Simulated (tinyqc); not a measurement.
Worked calculation: Pariser-Parr-Pople SCF with singles CI, for the molecule O=CC1=CC=C1 (SMILES; centres numbered as the heavy atoms are written). Computed by tinyqc, a small Python program that keeps every step. Settings: charge = 0, gamma = Ohno, start = huckel, damping = 0, iteration cap = 86, excitations kept = 9. Command: `OMP_NUM_THREADS=1 python tinyqc.py 27648 27649 out.jsonl` (the two numbers bound the seeds that draw the settings). One thread of a shared host (Intel(R) Xeon(R) Processor @ 2.60GHz), about 0.01 s of CPU time with the checks.

Centres (angstrom, eV; a flat drawing with bonds scaled to 1.40 angstrom):
```
centre,x,y,core charge z,W,gamma_rr
1O,-2.365000,0.406000,1,17.020000,12.950000
2C,-1.372000,-0.581000,1,12.180000,11.030000
3C,-0.021000,-0.215000,1,12.180000,11.030000
4C,1.193000,-0.912000,1,12.180000,11.030000
5C,1.890000,0.302000,1,12.180000,11.030000
6C,0.676000,0.999000,1,12.180000,11.030000
```

Resonance integrals (eV):
```
i,j,beta
1,2,-2.450000
2,3,-2.390000
3,4,-2.390000
4,5,-2.390000
5,6,-2.390000
6,3,-2.390000
```

Stop when output and input P, before any damping, agree to 1e-7.

Course of the cycle:
```
iteration,E (eV),largest |P(out) - P(in)|
1,-85.93563529,5.11e-01
2,-87.82583686,8.26e-02
3,-88.08652331,6.52e-02
4,-88.23197263,6.04e-02
5,-88.33866489,5.58e-02
6,-88.42076336,5.03e-02
7,-88.48377508,4.45e-02
8,-88.53166337,3.89e-02
9,-88.56781057,3.38e-02
10,-88.59503060,2.93e-02
11,-88.61555338,2.54e-02
...,...,...
76,-88.68540766,4.89e-05
77,-88.68540773,4.49e-05
78,-88.68540780,4.13e-05
79,-88.68540785,3.80e-05
80,-88.68540789,3.50e-05
81,-88.68540793,3.22e-05
82,-88.68540797,2.96e-05
83,-88.68540799,2.72e-05
84,-88.68540802,2.50e-05
85,-88.68540804,2.30e-05
86,-88.68540805,2.12e-05
```

Can the last value be used, and what does the course show?

Not by the stop rule, although the second column moves by less than 1e-07 over the last three steps. Not converged within 86 iterations: the residual falls steadily but slowly, by a factor of about 0.92 a step. Reruns (cap 100 unless said): damping 0.5: not converged; the original settings with a cap of 400: converged in 151 (E = -88.68541).
